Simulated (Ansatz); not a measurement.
KSb (P2₁/c, No. 14), treated with HSE06 (plane waves, PAW; Ansatz, a program for electronic structure).

Settings: plane-wave cutoff 500 eV, 4×4×2 k mesh (along the axes of the cell as run), gaussian smearing 0.02 eV, scalar-relativistic PAW data made under PBE.

Cell (relaxed with PBEsol):

```cif
data_K8Sb8
_chemical_formula_sum 'K8 Sb8'
_space_group_name_H-M_alt 'P 1'
_space_group_IT_number 1
_cell_length_a 7.14062
_cell_length_b 6.94107
_cell_length_c 13.31720
_cell_angle_alpha 90.000
_cell_angle_beta 115.101
_cell_angle_gamma 90.000
loop_
_space_group_symop_operation_xyz
  'x, y, z'
loop_
_atom_site_label
_atom_site_type_symbol
_atom_site_fract_x
_atom_site_fract_y
_atom_site_fract_z
_atom_site_occupancy
K1 K 0.22025 0.39970 0.33050 1
K2 K 0.77975 0.89970 0.16950 1
K3 K 0.77975 0.60030 0.66950 1
K4 K 0.22025 0.10030 0.83050 1
Sb1 Sb 0.32154 0.89959 0.28724 1
Sb2 Sb 0.67846 0.39959 0.21276 1
Sb3 Sb 0.67846 0.10041 0.71276 1
Sb4 Sb 0.32154 0.60041 0.78724 1
Sb5 Sb 0.31784 0.16614 0.12196 1
Sb6 Sb 0.68216 0.66614 0.37804 1
Sb7 Sb 0.68216 0.83386 0.87804 1
Sb8 Sb 0.31784 0.33386 0.62196 1
K5 K 0.24153 0.66675 0.03363 1
K6 K 0.75847 0.16675 0.46637 1
K7 K 0.75847 0.33325 0.96637 1
K8 K 0.24153 0.83325 0.53363 1
```

**Question.** Give the computed band gap.

**Answer.** 
- band gap = 1.26 eV (on the SCF k mesh)

Note: cell and atoms aren't relaxed at this level (pressure 0.6 GPa).

Spin–orbit coupling is not included; with these elements it can move the gap by several tenths of an eV or more.

The computed numbers hold no vibrational or temperature effects.
